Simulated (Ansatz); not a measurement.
SiCl⁺, quintet: the ladder up to full CI

Geometry: that of the SiCl, quartet, kept fixed. The triplet lies 4.0 eV lower here.

```xyz
2

Si    0.0000    0.0000    0.0000
Cl    0.0000    0.0000    2.0579
```

Basis 6-31G; Ansatz 0.2.0. Only valence electrons are correlated (noble-gas cores frozen), which leaves 10 electrons in 16 orbitals. R marks a restricted (for open shells ROHF) determinant, U an unrestricted one. Active spaces: valence = (10e, 8o) chosen from the atoms' valence shells.

Full CI is exact within this basis and frozen core; it isn't the basis-set limit. The frozen core follows each run's orbitals, which can shift R against U totals by a few meV.

For open shells CISD and CISDTQ are restricted-active-space CI with the open shells as a complete middle space.

- UHF ⟨S²⟩: 6.002
- T1 diagnostic (RCCSD): 0.0124
- largest doubles amplitude (RCCSD): 0.031
- T1 diagnostic (UCCSD): 0.0101

```
   level  E − E(RHF) (eV)
     UHF          -0.0224
    RMP2          -0.9111
    UMP2          -0.9160
   RCCSD          -1.1474
   UCCSD          -1.1481
RCCSD(T)          -1.1642
UCCSD(T)          -1.1648
```

Problem. Estimate how far full CI in 6-31G lies from RCCSD(T). The table doesn't fix it; the size of (T) and the diagnostics are the guide.

Solution. Full CI in 6-31G lies 0.4 kJ/mol below RCCSD(T), which is 24 % of the (T) step (-1.6 kJ/mol). The diagnostics are small and one determinant leads, so the series closes fast and only a small part of (T) is left.

The other levels:

```csv
level,E − E(full CI) (kJ/mol),share of correlation (%),wall time
CISD,3.1,97.27,0.81 s
BCCD(T),0.4,99.61,0.57 s
RCCSDT,-0.1,100.08,–
UCCSDT,-0.1,100.13,–
CISDTQ,0.1,99.93,12 s
RCCSDT(Q),0.0,100.01,2.8 s
UCCSDT(Q),-0.1,100.06,2.5 s
RCCSDTQ,0.0,100.00,22 s
UCCSDTQ,-0.1,100.05,22 s
CASSCF (valence space),84.4,25.13,–
NEVPT2 (valence space),21.8,80.64,0.51 s
NEVPT4(SD) (valence space),3.0,97.37,1 s
MRCISD (valence space),2.3,97.94,–
MRCISD+Q (valence space),0.8,99.30,1.1 s
```

The correlation energy at full CI, counted from RHF, is -1.168 eV. That run took 19 s on 1 thread of Arm Neoverse V2, shared host over 1,601,600 determinants.

Times hold each run's SCF and search for its determinant on a shared host, so for small cases they say little of a method's own cost; they ran on 1 thread of Arm Neoverse V2.

The full-CI state has the irrep B1 of C2v, in the program's axes (one component, if the state is degenerate).

Natural occupations of full CI about the gap: 1.993 1.990 1.976 1.002 1.000 0.998 0.995 0.017 0.008 0.006; effectively unpaired electrons, Σ n²(2−n)², 4.00.
